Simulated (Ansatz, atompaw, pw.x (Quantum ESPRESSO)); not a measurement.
## From atom to crystal: PAW (atompaw) potential for carbon (C)

```
Element                 : carbon (C)
Generator               : atompaw 4.2.0.5
Type                    : PAW
Functional              : LDA (PW92)
Relativity              : scalar-relativistic
Frozen core             : [He]
Valence charge          : 4
Reference configuration : 2s2 2p2
Partial waves           : 2s (bound): rc 2.20 bohr; 2s channel at -0.35 Ry: rc 2.20 bohr; 2p (bound): rc 2.20 bohr; 2p channel at 0.45 Ry: rc 2.20 bohr; 3d channel at 0.2 Ry: rc 2.15 bohr
Local potential         : troulliermartins scheme with l = 3 at 0.5 Ry, radius 1.65 bohr
Core correction         : smooth core density matched at 1.45 bohr
Augmentation charge     : besselshape compensation charge, radius 1.90 bohr; PAW radius 2.20 bohr; waves and projectors: custom polynom2 7 10 vanderbiltortho
```

Atomic tests: cutoffs needed: 10 Ry and 18 Ry (the cutoffs (Ry, on a coarse ladder) from which the occupation-weighted sum of valence levels, in a spherical-Bessel basis at the reference potential, stays within 10 and 1 mRy of its value at 400 Ry); ghost test: no extra level below or beside the all-electron valence levels (s, p, d, f tested) (spherical-Bessel basis up to 400 Ry, 20 bohr box); lowest eigenvalue of the overlap operator: 0.92 (s channel).

Crystal test: bcc C in pw.x 7.5, no spin, 18³ k-points, Fermi–Dirac smearing 0.01 Ry, cutoffs 40/400 Ry. The reference is all-electron LAPW (Ansatz 0.2.0) with the same functional, mesh and smearing; V0 and B0 come from Birch–Murnaghan fits to the pressures at five volumes. Errors are pseudo minus all-electron; Δ is the rms difference of the E(V) curves that follow from these fits, minima aligned, over ±6 % about the mean V0. Mesh and smearing are coarse, so the numbers serve the comparison and aren't converged zero-temperature values; the lattice is a test structure that the element need not adopt.

| V (Å³/atom) | P all-electron (GPa) | P pseudo (GPa) |
| --- | --- | --- |
| 5.884 | 18.18 | 23.94 |
| 6.039 | 10.98 | 16.15 |
| 6.194 | 4.60 | 9.25 |
| 6.349 | -1.05 | 3.14 |
| 6.504 | -6.05 | -2.24 |

All-electron: a0 = 2.329 Å (V0 = 6.32 Å³/atom), B0 = 221.9 GPa.

Pseudopotential: mean pressure error (GPa): +4.71; a0 (Å): 2.344; a0 error (%): +0.62; B0 error (%): +0.2; Δ (meV/atom): 5.8. The largest radius (2.20 bohr) exceeds half the bond length (1.89 bohr), so the spheres overlap, which is one possible source of error among others. This is a poor potential for the solid. The logarithmic derivative shows an extra or strongly shifted pseudo pole above the reference energy (d near 1.02 Ry).

At the middle volume, how do free energy and pressure move when the wave cutoff is lowered (ecutrho held at 400 Ry)?

```json
{"cutoff (Ry)": "18", "shift of F (meV/atom)": "+24.0", "shift of P (GPa)": "-0.18"}
{"cutoff (Ry)": "24", "shift of F (meV/atom)": "+4.5", "shift of P (GPa)": "-0.22"}
{"cutoff (Ry)": "32", "shift of F (meV/atom)": "+0.4", "shift of P (GPa)": "-0.05"}
```

The run at the middle volume (195 k-points, 4 iterations) took about 3.2 s on one core of a shared host (Intel(R) Xeon(R) Platinum 8375C CPU @ 2.90GHz, 128 threads, 992 GiB, load 76).
